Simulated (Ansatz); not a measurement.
**BH (triplet): from Hartree-Fock to the top rungs, aug-cc-pVTZ**

An exercise on one series of results from a longer session: the logs are not shown, and one member is left open.

Program: Ansatz 0.2.0, Gaussian basis. Level of theory: aug-cc-pVTZ, core rule «outside noble gas», up to 1 orbitals frozen. These are calculated values, not measurements.

To be run: UHF; CCSD(T) on ROHF; CCSD(T) on UHF; BCCD(T) on ROHF; CCSDT(Q) on ROHF; CCSDT(Q) on UHF; CASSCF and MRCISD+Q, 4 electrons in 5 orbitals; CASSCF and NEVPT2, 4 electrons in 5 orbitals; Full CI.

10 further runs of the same task are left out: 2 for a known fault of the program, 3 that didn't finish, 5 set aside as unsound or not needed.

## The system

The geometry is a PBE0/def2-TZVPD stationary point (not a proven minimum) of the parent state, kept for this charge and spin.

2 atoms, charge 0, spin multiplicity 3.

Atoms are counted from 1 here; the program's logs count them from 0.

Bond lengths: B1–H2 1.206 Å.

The first run:

File in.yaml:

```yaml
crystal:
  periodic: [false, false, false]
  atoms:
    - {symbol: B, position_ang: [0.000000, 0.000000, 0.000000]}
    - {symbol: H, position_ang: [0.000000, 0.000000, 1.205800]}
basis:
  gaussian: {orbitals: aug-cc-pVTZ}
magnetization: {spin_polarized: true, initial_magnetization: 2}
hamiltonian: {xc: hf}
output: {orbitals: {seedname: orbitals}}
```

Command:

```bash
$ ansatz run in.yaml --threads 1 --pin off --events-out ev --progress --plain --max-ram 2560MiB --backend cpu
```

Among the steps run: UHF; CCSD(T) on ROHF; CCSD(T) on UHF; BCCD(T) on ROHF; CCSDT(Q) on ROHF; CCSDT(Q) on UHF; CASSCF and MRCISD+Q, 4 electrons in 5 orbitals; CASSCF and NEVPT2, 4 electrons in 5 orbitals; Full CI.

One table of the session follows, with a row left open; its other results are not shown here.

It belongs to the step «Misses and costs». 

| method | from FCI (meV) |
| --- | --- |
| ROHF | +1855.1 |
| UHF | +1821.2 |
| RMP2 | +436.4 |
| UMP2 | +432.7 |
| RCCSD | +52.6 |
| UCCSD | +51.5 |
| RCCSD(T) | +12.3 |
| UCCSD(T) | ? |
| BCCD(T) | +12.1 |
| RCCSDT | +0.4 |
| UCCSDT | -0.1 |
| RCCSDT(Q) | 0.0 |
| UCCSDT(Q) | -0.6 |
| CASSCF valence | +1225.0 |
| NEVPT2 valence | +379.7 |
| MRCISD valence | +64.0 |
| MRCISD+Q valence | +34.5 |
| FCI | 0 |

**Question.** Estimate the row for UCCSD(T).

The run gave: from FCI (meV): +11.8. In the column «from FCI (meV)» it lies between RCCSDT (+0.4) and BCCD(T) (+12.1).

Limits of these values: Levels on UHF freeze UHF's core orbitals, full CI those of ROHF, so the U rows can settle a little off it for that reason alone. Restricted and unrestricted rows rest on different reference determinants; where their highest levels disagree by more than a few hundredths of an eV, they describe different states and don't form one ladder.
